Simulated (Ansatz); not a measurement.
## BeAs2: from a trial structure to a relaxed crystal

Method: DFT PBE, scalar-relativistic, plane waves, PAW (Ansatz 0.2.0). Cutoff 420 eV, Γ-centred k mesh, Gaussian smearing, no spin polarisation in the final step.

The start puts BeAs2 on the cubic Laves (C15) structure type (Fd-3m, No. 227), with Be in place of Mg, As in place of Cu, at a guessed volume.

```
CELL_PARAMETERS angstrom
0.00000 3.67446 3.67446
3.67446 0.00000 3.67446
3.67446 3.67446 0.00000
ATOMIC_POSITIONS crystal
Be 0.00000 0.00000 0.00000
Be 0.25000 0.25000 0.25000
As 0.62500 0.62500 0.62500
As 0.12500 0.62500 0.62500
As 0.62500 0.62500 0.12500
As 0.62500 0.12500 0.62500
```

Cell and atoms relax at zero pressure; the relaxation can't lower the symmetry of the start. After a coarse first stage the cell is made exact in the group found at 0.06 Å.

Formation energies are uncorrected and refer to the elements' standard structures at the same level.

Question: What does it relax into?

Answer: It keeps Fd-3m (No. 227). The result has the cubic Laves (C15) structure. Conventional cell: a = 7.681 Å. Be has 12 As at 3.18 Å and 4 Be at 3.33 Å; As is coordinated by 6 As at 2.72 Å and 6 Be at 3.18 Å.

Space group Fd-3m:1 (No. 227). a = 7.681 Å, b = 7.681 Å, c = 7.681 Å, α = 90.00°, β = 90.00°, γ = 90.00°
```tsv
atom	site	symmetry	x	y	z
Be	8b	-43m	0.0000	0.0000	0.5000
As	16c	.-3m	0.1250	0.1250	0.1250
```

Question: What are its volume, energy, density and gap?

Answer: The volume per atom is 18.88 Å³. The density is 4.66 g/cm³ and the energy over the elements is 1.00 eV/atom. The gap on the 8×8×8 mesh is 0 eV (a metal).

The final run used a 8×8×8 mesh on its 6-atom cell and 0.10 eV smearing. The k mesh leaves about 4 meV/atom of noise in metals. Symmetry constrained the relaxation, so the result can be a saddle point. The steps took about 40 core-seconds in all.

Cost: 3 runs of about 0.72 core-minutes in all, on Arm Neoverse V1 (shared hosts).